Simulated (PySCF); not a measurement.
Consider 2-methylallylamine, `C=C(C)CN` (C4H9N). Non-hydrogen atoms are numbered in `[CH2:1]=[C:2]([CH3:3])[CH2:4][NH2:5]`.

Computed at ωB97X-D3(BJ)/ma-def2-TZVP // PBE0-D3(BJ)/def2-SVP with PySCF (density fitting, grid level 2). Thermal corrections: PBE0-D3(BJ)/def2-SVP frequencies, unscaled, ideal gas at 298.15 K and 1 bar, quasi-RRHO entropy.

(1) What are the vertical and the adiabatic ionisation energy for forming the radical cation?

(2) Where does the unpaired spin of the relaxed radical cation sit?

(3) What oxidation potential follows in DMF (IEF-PCM), given that Fc+/Fc comes at 4.54 V absolute with this functional and basis?

(4) How far is −ε(HOMO) from the vertical value by ΔSCF?

## Answers

(1) 9.36 eV vertical and 8.63 eV adiabatic, the latter with zero-point energy.

(2) N5 (amine nitrogen) 0.50, C1 (alkene carbon) 0.33, H (on C4) 0.12 (intrinsic atomic orbital populations).

(3) In the gas phase ΔG of oxidation is 8.605 eV, and solvation is -18.0 kJ/mol for the parent and -255.1 kJ/mol for the product, so the absolute potential is 6.15 V, or 1.61 V against Fc+/Fc. Fc+/Fc in DMF, 4.54 V, is ωB97X-D3(BJ)/ma-def2-TZVP on PBE0-D3(BJ)/def2-SVP structures with GFN2-xTB thermal terms. Benchmark calculations put it near 5.0 V in acetonitrile and DMSO, so it is about 0.5 V low, and the value against it can read up to that much too high. The solvent is electrostatics only, on gas-phase structures; the absolute scale refers to an electron at rest in vacuum.

(4) −ε(HOMO) = 9.52 eV, which is 0.16 eV above the ΔSCF value.
